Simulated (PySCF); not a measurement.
# Peak assignment

Bonds (- single, = double, # triple, : aromatic): C1-C2 1.525 Å, C2-C3 1.515 Å, C3-F4 1.342 Å, C3-F5 1.344 Å, C3-F6 1.342 Å. C1 carries H7, H8, H9; C2 carries H10, H11.

- J couplings at B3LYP/pcJ-1 (spin–dipole term only in couplings to heteroatoms)
- shieldings: GIAO PBE0/pcSseg-1
- GFN2-xTB structure
- program: PySCF
- gas phase, one conformer, one averaged value for each set of equivalent atoms, non-relativistic

Scale: TMS for $^{13}$C (σref 186.93), $^{1}$H (σref 31.72) (reference shieldings calculated alike).

Problem. Assign these signals to the numbered atoms. $^{13}$C{$^{1}$H} NMR (computed): δ 136.4 (C, q, J = 343.4 Hz), 32.5 (CH2, q, J = 29.1 Hz), 9.0 (CH3, q, J = 2.7 Hz).

Solution. 
| δ (ppm) | atoms | environment | reason |
| --- | --- | --- | --- |
| 136.4 | C3 | CF3 carbon | 3 electronegative neighbours deshield it |
| 32.5 | C2 | sp3 CH2 | aliphatic region, no heteroatom directly attached |
| 9.0 | C1 | methyl carbon | a saturated carbon with 1 carbon neighbour and no heteroatom attached |

Problem. Assign these signals to the numbered atoms. $^{1}$H NMR (300 MHz, computed): δ 2.08 (qq, J = 8.7, 8.1 Hz, 2H), 1.23 (t, J = 8.1 Hz, 3H).

Solution. 
2.08 → H10/H11, hydrogen on an sp3 CH2
1.23 → H7/H8/H9, hydrogen on a methyl carbon: far from electronegative atoms and π systems

Common functionals overestimate the size of one-bond C–F couplings by tens of Hz; these are unscaled. Splittings below 1 Hz are ignored in the labels, and close J values are merged. Unscaled 3J(H,H) at this level run about 10 % above measured values. Shifts are as computed. Against solution values, carbons near 30 ppm lie about +3 ppm off and those near 130 ppm about +5 ppm. Of 1211 compounds with measured shifts, 218 miss one by over three times the rms of a fit or turn the order of signals round; such compounds aren't used in these exercises.
